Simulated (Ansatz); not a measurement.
We consider zinc-blende GaSb, described by PBEsol in Ansatz (plane waves, PAW).

Total energies, extrapolated to zero smearing (they compare only within this program, potentials and cutoff; free atoms with spin allowed, lowest state found):

```tsv
system	energy (eV/atom)
zinc-blende GaSb, relaxed	-5075.7677
free Ga atom	-3740.1356
free Sb atom	-6404.9847
```

### Question
Work out the cohesive energy per atom.

### Answer
E_coh = [1 × (-3740.1356) + 1 × (-6404.9847)]/2 − (-5075.7677) = 3.21 eV/atom. The reference value is 3.03 eV/atom (measured, zero-point energy (9/8 kB θD) added and atomic spin-orbit splittings removed, spin-orbit-averaged atoms; as tabulated in Paulus et al. (1996), arXiv:cond-mat/9605064), a difference of +0.18 eV/atom.

Spin–orbit coupling is left out; its size isn't shown.

The PAW data were made under PBE.

Ansatz is a quantum-chemistry and plane-wave program.
